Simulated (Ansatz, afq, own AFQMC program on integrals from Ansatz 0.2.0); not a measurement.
## Atomization energy of GeNH4, doublet

```csv
atom,x (Å),y (Å),z (Å)
Ge,0.0000,0.0132,0.2966
N,0.0000,-0.1277,-1.5671
H,0.0000,1.4630,0.8219
H,1.2578,-0.7228,0.7840
H,-1.2578,-0.7228,0.7840
H,0.0000,0.8080,-1.9853
```

Connectivity, by distances: GeH3–NH.

Atoms in their ground-state spins without spin–orbit coupling (mostly on UHF) minus the molecule (UHF), without zero-point energy. The geometry is a stationary point, not shown to be a minimum.

Basis cc-pVDZ. Only valence electrons are correlated. Ansatz 0.2.0 and our own AFQMC program on the same integrals; the CISD trial comes from CCSD amplitudes, and released means the phaseless constraint is let go. Free projection: walkers drawn from exp(T), propagated without any constraint. Its projection time is finite, and what remains of the start isn't in its error. Uncertainties: one standard error, sampling alone. No spin–orbit coupling. The errors of all members are added in quadrature.

No full CI on the walks' own integrals is used here. The released AFQMC energy serves as the reference, which it does only where one determinant dominates, the energy is flat over the last release times and near the phaseless one (40 meV or 2 meV an electron, half that with transition metals). On small molecules, where full CI could be run and the noise was under 10 meV, such values lay within 10 meV of it in 19 cases of 20, a flattering rate, since the rule was set on those same cases; what remains of the bias isn't in the error bar. Each member takes its own surest rung, up to full CI.

The best estimate is CCSD(T) at the basis-set limit (CBS: def2-TZVPP and def2-QZVPP, with their diffuse functions for anions and beside diffuse sets, CCSD(T) itself extrapolated) plus the step from CCSD(T) to AFQMC with the constraint released in cc-pVDZ. Rows without CBS are in cc-pVDZ, the functionals in def2-TZVP; B2PLYP and the wave-function rows carry a basis error of their own. Core correlation and relativity beyond core potentials are missing, and ± holds the sampling alone.

Cautions: inner d shell frozen; no relativity below Rb; no spin-orbit coupling; GeNH₄ (doublet): the ph-AFQMC/HF walk drifts between its halves (2.8 errors), the released value is read at 2.40 1/Eh (meV from the phaseless value at times in 1/Eh: -4 ± 3 at 0.24, -2 ± 3 at 0.51, -3 ± 3 at 0.99, -6 ± 4 at 1.62, -5 ± 3 at 2.40).

Best estimate: 1520.5 ± 0.3 kJ/mol.

```csv
level,atomization energy (kJ/mol),error against the best estimate (kJ/mol)
HF,1000.4,-520.0 ± 0.3
MP2,1331.5,-188.9 ± 0.3
CCSD,1349.2,-171.3 ± 0.3
CCSD(T),1361.6,-158.8 ± 0.3
ph-AFQMC/CISD,1364.1 ± 0.4,-156.4 ± 0.5
released AFQMC,1364.2 ± 0.3,-156.2
free AFQMC,1363.8 ± 0.3,-156.7 ± 0.5
HF/CBS,1040.7,-479.7 ± 0.3
MP2/CBS,1489.2,-31.3 ± 0.3
CCSD(T)/CBS,1517.9,-2.6 ± 0.3
PBE,1524.4,4.0 ± 0.3
r2SCAN,1525.4,5.0 ± 0.3
PBE0,1499.9,-20.6 ± 0.3
B3LYP,1521.1,0.6 ± 0.3
wB97M-V,1515.0,-5.5 ± 0.3
B2PLYP,1490.3,-30.2 ± 0.3
```

Correlation beyond CCSD(T) adds 2.6 ± 0.3 kJ/mol. Going to the basis-set limit adds 156.2 kJ/mol at CCSD(T). The perturbative (T) step is worth +12.4 kJ/mol.

Best estimates are given only where the step beyond CCSD(T) is under 0.3 eV and no member's determinant is very poor (T1 over 0.05, or 0.07 for open shells, ⟨S²⟩ too high by 0.3, two states mixed), so the hardest cases are missing from such tables.

The functionals ran in a triple-zeta set and keep a basis error of their own, a few kJ/mol for each bond in atomization energies and more for double hybrids, so close places among them and the extrapolated levels can swap.

Free projections are given only where their last times agree within the noise and don't stop above the reference; a slow remainder of the start can still hide under it. Each member of a difference takes its own highest rung, so a best estimate needn't equal the limit plus the step of one row. A walk keeps the symmetry of its determinant, which the program's search chose and which needn't be the lowest solution, so a lower state of the same spin and another symmetry isn't excluded. Released energies are given only where the last usable release times agree within the noise; a slower fall can still hide under it.
